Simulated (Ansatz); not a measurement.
Input file:

```yaml
crystal:
  periodic: [false, false, false]
  atoms:
    - {symbol: Hf, position_ang: [0.000000, 0.000000, 0.000000]}
    - {symbol: H, position_ang: [0.000000, 0.000000, -1.911800]}
    - {symbol: H, position_ang: [0.000000, 0.000000, 1.911800]}
basis:
  gaussian: {orbitals: def2-SVP}
magnetization: {spin_polarized: false}
correlation: {method: ccsdt_q, electrons: outside_noble_gas}
```

```sh
$ ansatz run in.yaml --threads 1 --pin off --events-out ev --progress --plain --max-ram 2393MiB
```

The program prints:

```
764 factors; integrals over basis functions are off by at most 1.9e-7 eV
mean field evaluation 1: about -1318.2005 eV, gradient 1.6e1 eV
mean field evaluation 2: about -1318.2033 eV, gradient 1.6e1 eV
mean field evaluation 4: about -1319.4390 eV, gradient 1.4e0 eV
mean field evaluation 8: about -1319.4597 eV, gradient 8.2e-6 eV
mean field evaluation 16: about -1319.4343 eV, gradient 1.4e0 eV
mean field evaluation 32: about -1316.2776 eV, gradient 1.6e0 eV
mean field evaluation 64: about -1316.2888 eV, gradient 1.3e0 eV
mean field -1319.45966349 eV, -48.4892482713 hartree, gradient 8.0e-7 eV, S^2 0.000000; 2 other end points of the search recorded, 0 dependent functions left out; unrestricted orbitals would lower it
determinant -1319.45966349 eV, -48.4892482713 hartree, with singles and doubles -1322.18926886 eV, -48.5895594184 hartree
determinant -1317.58273791 eV, -48.4202725286 hartree, with singles and doubles -1319.73875278 eV, -48.4995046135 hartree
determinant -1316.30922838 eV, -48.3734719164 hartree, with singles and doubles -1319.00633014 eV, -48.4725885782 hartree
4 core orbitals not correlated: weight in the atoms' cores, before any rotation towards them, 0.999 or more for the frozen orbitals, at most 0.000 for the correlated occupied ones
reference -1319.45966349 eV, -48.4892482713 hartree; 3, 3 occupied and 35, 35 virtual orbitals, 764 factors
second order -1.98861860 eV of doubles, -0.00000000 eV of singles
cycle   1  -2.39712450 eV  change   -4.1e-1 eV  update   6.9e-2
cycle   2  -2.65561510 eV  change   -2.6e-1 eV  update   4.3e-2
cycle   3  -2.71814144 eV  change   -6.3e-2 eV  update   2.8e-2
cycle   4  -2.78077835 eV  change   -6.3e-2 eV  update   2.0e-2
cycle   5  -2.79917773 eV  change   -1.8e-2 eV  update   9.3e-3
cycle   6  -2.80839240 eV  change   -9.2e-3 eV  update   4.5e-3
cycle   7  -2.81277906 eV  change   -4.4e-3 eV  update   2.5e-3
cycle   8  -2.81191119 eV  change    8.7e-4 eV  update   1.2e-3
cycle   9  -2.81201594 eV  change   -1.0e-4 eV  update   4.8e-4
cycle  10  -2.81229041 eV  change   -2.7e-4 eV  update   2.6e-4
cycle  11  -2.81235206 eV  change   -6.2e-5 eV  update   1.3e-4
cycle  12  -2.81231127 eV  change    4.1e-5 eV  update   5.3e-5
cycle  13  -2.81226238 eV  change    4.9e-5 eV  update   2.1e-5
cycle  14  -2.81225980 eV  change    2.6e-6 eV  update   9.2e-6
cycle  15  -2.81226480 eV  change   -5.0e-6 eV  update   4.7e-6
cycle  16  -2.81226633 eV  change   -1.5e-6 eV  update   1.8e-6
cycle  17  -2.81226653 eV  change   -2.0e-7 eV  update   9.6e-7
cycle  18  -2.81226653 eV  change   -4.3e-9 eV  update   4.7e-7
cycle  19  -2.81226677 eV  change   -2.4e-7 eV  update   2.7e-7
perturbative correction -0.00246233 eV, -0.0000904890 hartree
Total energy: -1322.27439259 eV, -48.5926876578 hartree
```

For the same geometry and basis full CI lies 0.5 meV lower.

Ran on 1 thread of Intel Xeon 6975P-C, shared host: 1.6 s wall, 0.15 GiB peak host memory.
